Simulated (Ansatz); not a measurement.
Geometry optimisation, UKS PBE0-D4/def2-SVP in Ansatz.

Input:

```yaml
crystal:
  periodic: [false, false, false]
  atoms:
    - { symbol: B, position_ang: [-1.037392, 1.641949, -0.050333] }
    - { symbol: "N", position_ang: [0.923374, -0.314778, 0.564908] }
    - { symbol: C, position_ang: [0.539595, -1.402807, -0.305458] }
    - { symbol: H, position_ang: [-1.599303, 0.959878, -0.871426] }
    - { symbol: H, position_ang: [-1.481593, 1.738308, 1.069703] }
    - { symbol: H, position_ang: [0.881476, 0.613413, 0.142549] }
    - { symbol: H, position_ang: [-0.055857, 2.223086, -0.341393] }
    - { symbol: H, position_ang: [0.443654, -0.308194, 1.45947] }
    - { symbol: H, position_ang: [1.046298, -1.288911, -1.279728] }
    - { symbol: H, position_ang: [0.886801, -2.361869, 0.120928] }
    - { symbol: H, position_ang: [-0.547351, -1.500073, -0.50922] }
magnetization:
  spin_polarized: true
basis:
  gaussian: { orbitals: def2-SVP }
hamiltonian:
  xc: pbe0
  dispersion: d4
relax:
  f_tol: 0.03
  max_steps: 50
```

Run as:

```bash
$ ansatz run input.yaml --threads 2 --pin off --max-ram 3072MiB --backend cpu --events-out ev --progress --plain --runs-dir out
```

Where does it end, and by what steps?

The run converged. The force dipped under the threshold on the way, but the program's further checks kept it going. After 17 steps the energy has fallen by 1.711 eV; H7 moved furthest, 0.91 Å. Joined: B1–N2 (2.84 → 1.63 Å).

```tsv
step	energy less start (eV)	largest force component (eV/Å)	accepted
0	0.0000	0.775	yes
1	-0.0397	0.796	yes
2	-0.1713	0.917	yes
3	-0.2522	0.993	yes
4	-0.4185	1.800	yes
5	-0.7611	3.259	yes
6	-1.2020	2.903	yes
7	-1.4870	1.140	yes
8	-1.5770	0.322	yes
9	-1.6027	0.271	yes
10	-1.6167	0.388	yes
11	-1.6524	0.382	yes
12	-1.7010	0.072	yes
13	-1.6580	0.592	no
14	-1.7095	0.011	yes
15	-1.7109	0.053	yes
16	-1.7112	0.036	yes
17	-1.7114	0.004	yes
```

```xyz
11
Properties=species:S:1:pos:R:3
B -0.700 1.156 -0.006
N 0.266 -0.035 0.542
C 0.494 -1.126 -0.409
H -1.773 0.621 -0.262
H -0.773 1.965 0.912
H 1.155 0.387 0.815
H -0.139 1.606 -0.999
H -0.147 -0.398 1.402
H 0.941 -0.707 -1.320
H 1.152 -1.905 0.005
H -0.476 -1.562 -0.679
```

Whether the end is a true minimum wasn't checked by a vibrational analysis.

Run time: 35 s on 2 threads of Arm Neoverse V2 (shared host), peak memory 0.19 GiB.
